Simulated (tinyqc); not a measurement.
Coupled-perturbed Hartree-Fock on RHF in the sto-3g basis, for LiH, spin multiplicity 1, step by step. One step of it, computed by the program tinyqc.

Problem. Response to a field: uncoupled start. Field along z; U_ai = -mu_ai / (e_a - e_i), alpha = -4 sum U_ai mu_ai.

orbital energies (hartree): [-2.357978, -0.258363, 0.074633, 0.162863, 0.162863, 0.458966]

dipole integrals <a|z|i> (bohr), order a3, a4, a5, a6:
```
[[-0.138464, -0.613881],
 [0.000000, 0.000000],
 [0.000000, 0.000000],
 [-0.136006, 0.939339]]
```

Give: uncoupled U; uncoupled polarisability.

Solution.

uncoupled U, order a3, a4, a5, a6:
```
[[0.0569, 1.8435],
 [0.0000, 0.0000],
 [0.0000, 0.0000],
 [0.0483, -1.3095]]
```

uncoupled polarisability = 9.5048 bohr^3
